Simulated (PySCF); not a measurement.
From results back to the method.

Species: C4H6O2.
SMILES: `C=CC(=O)OC`

The closed-shell ground state was solved 4 times with PySCF (density fitting, gas phase), always in the pcSseg-2 basis (300 functions), with these functionals: B97-2, KT3, PBE0 and wB97X-D. One conformer (not necessarily the lowest) at the PBE0-D3(BJ)/def2-TZVP geometry, without solvent, vibrations or thermal averaging.

```
row  total energy (Eh)  HOMO (eV)  LUMO (eV)  dipole (D)
  P          -311.1043      -6.59      -2.31        1.56
  Q          -306.4782      -7.81      -1.45        1.60
  R          -306.2392      -8.13      -1.40        1.60
  S          -306.4870     -10.06       0.42        1.61
```

Which functional belongs to which row?

P = KT3, Q = B97-2, R = PBE0, S = wB97X-D. By rising HOMO–LUMO gap: KT3 (GGA) 4.28 eV; B97-2 (global hybrid, 21 % exact exchange) 6.36 eV; PBE0 (global hybrid, 25 % exact exchange) 6.73 eV; wB97X-D (range-separated hybrid) 10.48 eV. Total energies of different functionals aren't bounds to one another; each is stationary for its own functional.

Shape of the structure used: `[CH2:1]=[CH:2][C:3](=[O:4])[O:5][CH3:6]`: C1–C2–C3–O4 -1°, C2–C3–O5–C6 180°.

wB97X-D is run here without its empirical dispersion term; that term would change no orbital, density or response property at a fixed geometry.
